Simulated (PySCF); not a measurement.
Molecule: SMILES C1(F)=CC=C[N-]1, [C4H3FN]-.

Mapped SMILES: `[F:1][c:2]1[cH:3][cH:4][cH:5][n-:6]1` (H(Xn): hydrogen on atom n).

Geometry PBE0-D3(BJ)/def2-SVP throughout; GIAO in PySCF 2.14, gas phase, one conformer, non-relativistic; equivalent atoms averaged; basis pcSseg-2.

Task: How do the absolute shieldings σ depend on the functional? (ppm; last column core-seconds on shared hosts with different chips, so compare them loosely; the GGAs took longer than the global hybrids here, which isn't the general rule, and the cause wasn't traced)

Result: 
```
functional                    kind     F1    C2    C5    C4     C3     N6  H(C5)  H(C4)  H(C3)  core-s
        HF            Hartree–Fock  355.5  24.2  68.8  87.0  115.3   -0.7  25.56  25.97  26.76      14
       LDA                     LDA  303.6   5.7  58.0  74.6   99.4  -10.9  24.71  24.96  25.73      30
       PBE                     GGA  303.7   9.8  61.7  78.3  102.6   -4.7  25.14  25.43  26.21      37
      BLYP                     GGA  304.6   3.4  56.8  74.0   98.7  -11.6  25.34  25.65  26.41      38
      BP86                     GGA  305.6   9.8  61.5  78.0  102.2   -4.3  25.22  25.51  26.29      36
      OPBE                     GGA  306.9  22.2  71.4  86.8  109.8   10.5  25.15  25.46  26.27      37
       KT2                     GGA  307.9  20.1  71.2  87.9  111.9    8.6  25.16  25.47  26.26      49
       KT3                     GGA  309.0  21.1  71.7  88.0  111.5   10.5  25.34  25.67  26.46      57
     B97-D                     GGA  310.7  13.2  64.3  80.9  104.7    1.6  25.38  25.70  26.47      50
     B3LYP           global hybrid  317.6   7.5  58.6  75.6  100.8  -11.5  25.35  25.68  26.41      29
      PBE0           global hybrid  319.4  14.6  63.9  80.3  105.2   -4.5  25.20  25.52  26.27      28
  mPW1PW91           global hybrid  320.1  13.9  63.0  79.4  104.2   -5.7  25.27  25.59  26.33      28
      WP04           global hybrid  322.7   0.8  50.8  66.9   90.5  -17.1  25.87  26.24  26.89      21
     B97-2           global hybrid  320.6  16.6  65.6  81.9  106.3    0.0  25.34  25.68  26.42      19
 BHandHLYP           global hybrid  334.0  13.3  61.6  78.8  104.9  -10.0  25.39  25.74  26.46      22
 CAM-B3LYP  range-separated hybrid  324.9   8.5  58.9  75.7  101.6   -9.8  25.30  25.62  26.34      27
   wB97X-D  range-separated hybrid  323.8  13.3  62.1  78.4  103.8   -5.2  25.32  25.64  26.38      29
   LC-wPBE  range-separated hybrid  329.1  13.5  62.1  77.8  103.8   -1.4  25.30  25.61  26.36      36
```

Task: Which nucleus moves most, in ppm?

Result: F1 (aryl fluorine): from 303.6 ppm with LDA to 355.5 ppm with HF. The smallest spread is 1.16 ppm, at H(C5). Proton shifts span only some 12 ppm, so a few tenths of a ppm matter as much there as several ppm in carbon.
